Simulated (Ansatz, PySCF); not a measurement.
System: C2H5 (charge 0, doublet). It need not be the lowest isomer of its formula. SMILES: [CH2]C
Geometry: optimised at B3LYP-D3(BJ)/def2-TZVP (Ansatz, an electronic-structure program).


Property: enthalpy of formation at 298 K (from the atomisation energy, B3LYP-D3(BJ)/def2-TZVP harmonic zero-point and thermal terms from PySCF, and the atoms' enthalpies of formation in the G2/97 table; no spin-orbit terms, and no core term in the frozen-core levels), in kcal/mol. Valence correlation only, unless marked. UHF or UKS for open shells. Spin-orbit coupling is left out. Non-relativistic. The coupled-cluster limit lacks core correlation, which all-electron functionals hold. Basis-set limits of correlation are two-point, X^-3; Hartree-Fock from the larger set. The bracket is a focal-point correction in the basis named.

Measured: 28.9 kcal/mol (G2/97 table in ASE (Curtiss et al.)); it holds spin-orbit and relativistic effects, which these rows lack, and core correlation, which the frozen-core levels lack. This is an older compilation, not checked against later work.

```json
[
 {"level": "BLYP-D3(BJ)/def2-TZVPD", "program": "Ansatz + dftd3", "enthalpy of formation at 298 K (kcal/mol)": "30.3", "error against measurement": "1.4"},
 {"level": "revPBE-D3(BJ)/def2-TZVPD", "program": "Ansatz + dftd3", "enthalpy of formation at 298 K (kcal/mol)": "32.0", "error against measurement": "3.1"},
 {"level": "MP2/def2-TZVPP", "program": "Ansatz", "enthalpy of formation at 298 K (kcal/mol)": "40.7", "error against measurement": "11.8"},
 {"level": "CCSD/STO-3G", "program": "Ansatz", "enthalpy of formation at 298 K (kcal/mol)": "-4.2", "error against measurement": "-33.1"},
 {"level": "CCSD(T)/cc-pVDZ", "program": "Ansatz", "enthalpy of formation at 298 K (kcal/mol)": "68.9", "error against measurement": "40.0"},
 {"level": "CCSD(T)/cc-pVTZ", "program": "Ansatz", "enthalpy of formation at 298 K (kcal/mol)": "41.7", "error against measurement": "12.8"},
 {"level": "RI-MP2/CBS(aug-cc-pVTZ,aug-cc-pVQZ)+[CCSD(T)-MP2]/aug-cc-pVTZ", "program": "Ansatz", "enthalpy of formation at 298 K (kcal/mol)": "29.6", "error against measurement": "0.7"}
]
```
